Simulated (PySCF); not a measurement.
chloroform (CHCl3), SMILES ClC(Cl)Cl.

Geometry: TPSSh-D3(BJ)/def2-SVP.

Level of theory: M06-2X/def2-TZVPD run with PySCF.

Symmetry labels are those of the subgroup Cs that the program uses (full group C3v).

Computed valence orbital energies around the gap with their symmetry:
```
orbital  symmetry  energy (eV)
-------  --------  -----------
HOMO−7         A'       -14.77
HOMO−6         A"       -14.77
HOMO−5         A'       -11.60
HOMO−4         A"       -11.60
HOMO−3         A"       -10.78
HOMO−2         A'       -10.78
HOMO−1         A'       -10.66
HOMO           A"       -10.32
LUMO           A'        -0.32
LUMO+1         A'         0.31
LUMO+2         A"         0.51
LUMO+3         A'         0.51
```
